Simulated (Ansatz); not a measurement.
Species, as SMILES: [B](Cl)Cl, doublet.
Atoms: B1, Cl2, Cl3. Bonds: B1-Cl2, B1-Cl3.

Basis-set convergence of the harmonic zero-point energy at PBE with Ansatz (an electronic-structure program). Each level at its own minimum, finite differences of forces, unscaled; the reference is a large set that could be run, not a limit. Cartesian d functions, on some or all atoms, in 6-31G**, 6-31+G*, 6-311G**, 6-311+G**; all else is spherical. The program fits the integrals of some runs and decomposes those of others, by size. Open shells are unrestricted. No added dispersion term, no relativity. Reference: the value in aug-pcseg-2, 2.75 kcal/mol.

| basis | functions | harmonic zero-point energy (kcal/mol) |
|---|---|---|
| STO-3G | 23 | ? |
| 6-31G | 35 | ? |
| 6-31G** | 53 | 2.77 |
| cc-pV(D+d)Z | 60 | 2.78 |
| 6-31+G* | 65 | 2.76 |
| 6-311G** | 72 | 2.76 |
| aug-pcseg-1 | 77 | 2.75 |
| 6-311+G** | 84 | 2.75 |
| aug-cc-pV(D+d)Z | 87 | 2.75 |
| 6-311++G(2d,2p) | 97 | 2.73 |
| pcseg-2 | 98 | 2.76 |
| def2-TZVPD | 129 | 2.75 |
| 6-311++G(3df,3pd) | 133 | 2.76 |
| jun-cc-pV(T+d)Z | 135 | 2.75 |
| def2-TZVPPD | 139 | 2.75 |
| aug-pcseg-2 | 146 | 2.75 |
| aug-cc-pV(T+d)Z | 156 | 2.75 |
| cc-pCVTZ | 161 | 2.75 |

Question: Complete the blanks.

Answer: 
- STO-3G, harmonic zero-point energy (kcal/mol): 2.98
- 6-31G, harmonic zero-point energy (kcal/mol): 2.58
